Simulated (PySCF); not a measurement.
Species: C3H5F3.
Structure used (PBE0-D3(BJ)/def2-SVP), in Å, numbered top down from 1:
```xyz
11
C3H5F3 angstrom
C      1.223   -0.317   -0.360
C      0.031    0.600   -0.150
C     -1.166   -0.109    0.423
F     -1.589   -1.096   -0.378
F     -2.192    0.730    0.596
F     -0.894   -0.658    1.614
H      2.070    0.242   -0.782
H      0.976   -1.135   -1.051
H      1.550   -0.762    0.591
H     -0.295    1.059   -1.096
H      0.273    1.422    0.541
```

Method: core-valence-separated Tamm–Dancoff BHandHLYP/aug-pcX-1 (pcseg-1 on H) in PySCF, non-relativistic, gas phase, PBE0-D3(BJ)/def2-SVP geometry. The energies are unshifted.

The lowest roots of each edge with f over 0.003 (five at most, numbered afresh; weaker and dark ones are left out), with transition dipoles (au) in the frame of the coordinates:

| root | edge | E (eV) | f | μx | μy | μz |
| --- | --- | --- | --- | --- | --- | --- |
| 1 | C | 285.67 | 0.0086 | 0.0331 | -0.0041 | -0.0106 |
| 2 | C | 286.15 | 0.0182 | -0.0007 | -0.0497 | 0.0112 |
| 3 | C | 286.42 | 0.0268 | 0.0255 | 0.0521 | -0.0213 |
| 4 | C | 286.52 | 0.0260 | -0.0198 | -0.0131 | -0.0560 |
| 5 | C | 286.66 | 0.0374 | 0.0234 | 0.0150 | 0.0675 |
| 6 | F | 687.26 | 0.0235 | -0.0123 | -0.0084 | -0.0343 |
| 7 | F | 687.26 | 0.0161 | 0.0077 | 0.0282 | -0.0100 |
| 8 | F | 687.41 | 0.0151 | -0.0246 | 0.0162 | 0.0050 |
| 9 | F | 687.80 | 0.0255 | 0.0309 | -0.0231 | -0.0057 |
| 10 | F | 688.00 | 0.0271 | 0.0163 | 0.0209 | 0.0301 |

Question: Molecules are fixed in this frame and the field points along z. What effective strengths 3 f cos²θ do the roots have (θ between field and μ)?

Answer: root 1 (C1): 0.002, root 2 (C2): 0.003, root 3 (C1): 0.010, root 4 (C1): 0.066, root 5 (C2): 0.096, root 6 (F4/F6): 0.059, root 7 (F4/F6): 0.005, root 8 (F5): 0.001, root 9 (F5): 0.002, root 10 (F4/F6): 0.046. Root 5 is the strongest. Averaged over all orientations cos²θ is 1/3, which gives f back. For degenerate partners only the sum has meaning, as the program may mix them freely.

